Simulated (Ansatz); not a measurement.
# BH3: a dynamics run in two tries

Wanted: a short trajectory, and a check that the input is sound. SMILES of the start: B.

Method: RKS BHLYP-D4/def2-SVP, in Ansatz 0.2.0.

## Step 1: The system as given

Bond lengths: B1–H2 1.197 Å, B1–H3 1.197 Å, B1–H4 1.197 Å. Angles: H2–B1–H3 120.0°, H2–B1–H4 120.0°, H3–B1–H4 120.0°.

As a file:

```xyz
4

B     0.0000    0.0000    0.0000
H     0.0000    0.0000    1.1965
H     1.0362    0.0000   -0.5983
H    -1.0362    0.0000   -0.5983
```

## Step 2: First attempt

File input.yaml:

```yaml
crystal:
  periodic: [false, false, false]
  atoms:
    - { symbol: B, position_ang: [0.0, 0.0, -2.0e-06] }
    - { symbol: H, position_ang: [0.0, 0.0, 1.196515] }
    - { symbol: H, position_ang: [1.036217, 0.0, -0.598257] }
    - { symbol: H, position_ang: [-1.036217, 0.0, -0.598257] }
basis:
  gaussian: { orbitals: def2-SVP }
hamiltonian:
  xc: { name: BHLYP }
  dispersion: d4
md:
  timestep: 0.5
  n_steps: 25
  ensemble: nvt_langevin
  initial_velocities: maxwell_boltzmann
  seed: 520038
  masses: [{ species: H, mass: 2.014 }]
```

Launch:

```console
$ ansatz run input.yaml --threads 1 --pin off --max-ram 2048MiB --backend cpu --events-out ev --progress --plain --runs-dir out
```

**Question.** What will these runs give? Wanted: first try.

**Answer**, as computed:

| quantity | value |
| --- | --- |
| first try | refused |
| cause | a Langevin thermostat is asked for with no temperature to hold |

In words: The fault in the first input was caught at the input check and cost nothing.
